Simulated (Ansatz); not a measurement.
C4H6O2 (`C=CCC(=O)O`) at its PBE0-D4/def2-TZVP geometry, where that method's forces vanish. The species carries charge 0 and has multiplicity 1.

```xyz
12

C    -0.7834   -0.1875   -1.7369
C    -1.2060   -0.0255   -0.4924
C    -0.3875    0.1492    0.7479
C     1.1087    0.1377    0.6096
O     1.7514    0.5090   -0.3332
O     1.6883   -0.3181    1.7358
H    -1.5003   -0.3206   -2.5388
H     0.2671   -0.1789   -1.9957
H    -2.2768   -0.0237   -0.3006
H    -0.6688   -0.6017    1.4916
H    -0.6367    1.1124    1.2149
H     2.6440   -0.2522    1.5976
```

Task: What forces (eV/Å) does r2SCAN-D4/def2-TZVPP give on these atoms in Ansatz? (Best estimate.)

Result: Computed: 
```
C1   0.083 -0.028 -0.204
C2  -0.110  0.022  0.078
C3  -0.045 -0.018  0.094
C4  -0.270  0.009 -0.034
O5   0.234  0.159 -0.386
O6   0.097 -0.166  0.404
H7   0.010  0.002  0.015
H8  -0.024 -0.004  0.006
H9  -0.002  0.002  0.011
H10 -0.013  0.016  0.020
H11 -0.010 -0.001  0.017
H12  0.050  0.008 -0.020
```
